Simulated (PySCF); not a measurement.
Molecule: SMILES CC#CCF, C₄H₅F.

Numbering as in the mapped SMILES `[CH3:1][C:2]#[C:3][CH2:4][F:5]`; H(Xn) means a hydrogen on atom n.

Geometry PBE0-D3(BJ)/def2-SVP throughout; GIAO in PySCF, gas phase, one conformer, non-relativistic; equivalent atoms averaged; basis pcSseg-2.

(1) How do the absolute shieldings σ depend on the functional? (ppm; last column core-seconds on shared hosts with different chips, so compare them loosely)

(2) Which nucleus moves most, in ppm?

Answers

(1) 
```tsv
functional	kind	C2	C3	C4	C1	F5	H(C4)	H(C1)	core-s
HF	Hartree–Fock	96.8	113.1	126.7	188.0	437.5	27.14	29.78	10
PBE0	global hybrid	89.1	102.0	110.5	179.6	415.3	26.35	29.32	38
mPW1PW91	global hybrid	88.8	101.6	109.9	178.7	415.2	26.41	29.37	38
WP04	global hybrid	84.2	96.1	96.1	165.1	403.1	26.80	29.67	37
B97-2	global hybrid	91.5	103.6	110.3	178.2	413.0	26.46	29.42	38
BHandHLYP	global hybrid	89.5	103.7	113.4	180.4	421.7	26.67	29.51	37
CAM-B3LYP	range-separated hybrid	86.4	100.3	108.3	179.4	417.8	26.44	29.44	50
wB97X-D	range-separated hybrid	89.2	102.4	111.0	180.0	418.1	26.55	29.50	50
LC-wPBE	range-separated hybrid	88.7	103.0	113.6	184.4	427.4	26.55	29.57	58
```

(2) F5 (fluorine on an sp3 carbon): from 403.1 ppm with WP04 to 437.5 ppm with HF. The smallest spread is 0.46 ppm, at H(C1). Proton shifts span only some 12 ppm, so a few tenths of a ppm matter as much there as several ppm in carbon.
